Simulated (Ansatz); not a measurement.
Input file for `C=C1C=C1OC`:

```yaml
crystal:
  periodic: [false, false, false]
  atoms:
    - {symbol: C, position_ang: [-1.109749, -1.694738, 0.457043]}
    - {symbol: C, position_ang: [-0.318497, -0.708075, 0.867248]}
    - {symbol: C, position_ang: [0.406219, 0.011783, 1.890532]}
    - {symbol: C, position_ang: [0.470871, 0.453586, 0.651940]}
    - {symbol: O, position_ang: [0.947998, 1.349627, -0.173607]}
    - {symbol: C, position_ang: [0.539622, 1.183771, -1.533678]}
    - {symbol: H, position_ang: [-1.493346, -2.426946, 1.154877]}
    - {symbol: H, position_ang: [-1.386444, -1.786343, -0.584800]}
    - {symbol: H, position_ang: [0.678388, 0.095215, 2.928558]}
    - {symbol: H, position_ang: [1.037236, 1.970600, -2.095908]}
    - {symbol: H, position_ang: [0.847575, 0.205830, -1.907220]}
    - {symbol: H, position_ang: [-0.542976, 1.290488, -1.620985]}
basis:
  gaussian: {orbitals: def2-TZVPP}
correlation: {method: ccsd_t}
```

```sh
$ ansatz run in.yaml --threads 4 --pin off --events-out ev --progress --plain --max-ram 10444MiB
```

Output of Ansatz, abridged:

```
Functional definition: HF
  name "HF"
  cite "Fock, Z. Phys. 61, 126 (1930) doi:10.1007/BF01340294"
  parent pbe
  exchange = exact_x
  correlation = 0
1625 factors; integrals over basis functions are off by at most 1.1e-3 eV
mean field evaluation 1: about -7279.3544 eV, gradient 3.7e1 eV
mean field evaluation 2: about -7279.7434 eV, gradient 3.7e1 eV
mean field evaluation 4: about -7283.4351 eV, gradient 4.5e0 eV
mean field evaluation 8: about -7283.5034 eV, gradient 2.4e-1 eV
mean field -7283.50381988 eV, -267.6638284442 hartree, gradient 2.5e-6 eV, S^2 0.000000; 0 other end points of the search recorded, 0 dependent functions left out
6 core orbitals not correlated: weight in the atoms' cores, before any rotation towards them, 1.000 or more for the frozen orbitals, at most 0.000 for the correlated occupied ones
reference -7283.50381988 eV, -267.6638284442 hartree; 16, 16 occupied and 248, 248 virtual orbitals, 1625 factors
second order -27.88209085 eV of doubles, -0.00000000 eV of singles
cycle   1  -27.85845274 eV  change    2.4e-2 eV  update   1.2e-1
cycle   2  -28.56892101 eV  change   -7.1e-1 eV  update   3.6e-2
cycle   3  -28.73419035 eV  change   -1.7e-1 eV  update   1.9e-2
cycle   4  -28.72192375 eV  change    1.2e-2 eV  update   5.5e-3
cycle   5  -28.72139891 eV  change    5.2e-4 eV  update   2.8e-3
cycle   6  -28.72277509 eV  change   -1.4e-3 eV  update   8.8e-4
cycle   7  -28.72227862 eV  change    5.0e-4 eV  update   4.3e-4
cycle   8  -28.72216164 eV  change    1.2e-4 eV  update   1.4e-4
cycle   9  -28.72222490 eV  change   -6.3e-5 eV  update   7.7e-5
cycle  10  -28.72221437 eV  change    1.1e-5 eV  update   2.8e-5
perturbative correction -1.35844198 eV, -0.0499218220 hartree
Total energy: -7313.58447622 eV, -268.7692721755 hartree
```

Hardware: 4 threads of an Arm Neoverse V1 on a shared host. Wall time 3.8 min, peak host memory 7.5 GiB.

Correlation energy per correlated electron: -0.940 eV. T1 diagnostic: 0.0132.
